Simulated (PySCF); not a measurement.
# Gas-phase XPS of diacetylene, computed

Species: diacetylene, C₄H₂.
Structure used (PBE0-D3(BJ)/def2-SVP), in Å, numbered top down from 1:
```
atom  x, y, z in Å
C1     1.880    0.327    0.032
C2     0.685    0.107    0.087
C3    -0.664   -0.140    0.148
C4    -1.859   -0.359    0.203
H5     2.935    0.522   -0.017
H6    -2.915   -0.552    0.251
```

The calculation used delta-SCF UKS SCAN, pcX-2 on the ionised atom, pcseg-1 elsewhere, spin-free X2C (PySCF 2.14.0). Vertical ΔSCF values, vacuum level as zero.

Q: What binding energy does each computed site have?

A: 
```
atom(s)             environment  level  binding energy (eV)  count
  C1/C4  terminal alkyne carbon   C 1s               290.79      2
```

Q: Which photon energy gives electrons from C 1s of C1/C4 a kinetic energy of 100 eV, and what is their de Broglie wavelength?

A: hν = 290.79 + 100 = 390.79 eV, recoil neglected; λ = 12.264 Å/√(E/eV) = 1.23 Å.

Atoms equivalent by their bonding share one computed value, that of the first of them. The list is incomplete; no value stands for C 1s of C2, C3 (hole states with ⟨S²⟩ of 1 or more are left out). The unrestricted hole states depart most from a pure doublet (⟨S²⟩ = 0.75; over 0.85 named) for C 1s of C1/C4 (0.94), which makes this value less certain. Geometry: PBE0-D3(BJ)/def2-SVP; no solvent, vibrations or thermal averaging.
